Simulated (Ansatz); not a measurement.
α-N2, treated with LDA (plane waves, PAW; Ansatz, a first-principles code).

Settings: plane-wave cutoff 520 eV, 6×6×6 k mesh, Fermi–Dirac smearing 0.01 eV, scalar-relativistic PAW data made under PBE.

Properties against volume:

Shape and atoms are relaxed at each volume.

```
V (Å³/atom)  P (GPa)  direct gap at Γ (eV)  smallest gap on the k mesh (eV)
-----------  -------  --------------------  -------------------------------
17.103          0.26                 6.850                            6.776
17.460          0.11                 6.891                            6.823
17.816         -0.01                 6.931                            6.868
18.172         -0.11                 6.970                            6.911
18.529         -0.20                 7.006                            6.952
```

The fundamental gap (6.87 eV at the equilibrium volume, with added k points) lies elsewhere than Γ–Γ.

Note: the bulk modulus comes from volumes at which shape and atoms were relaxed.
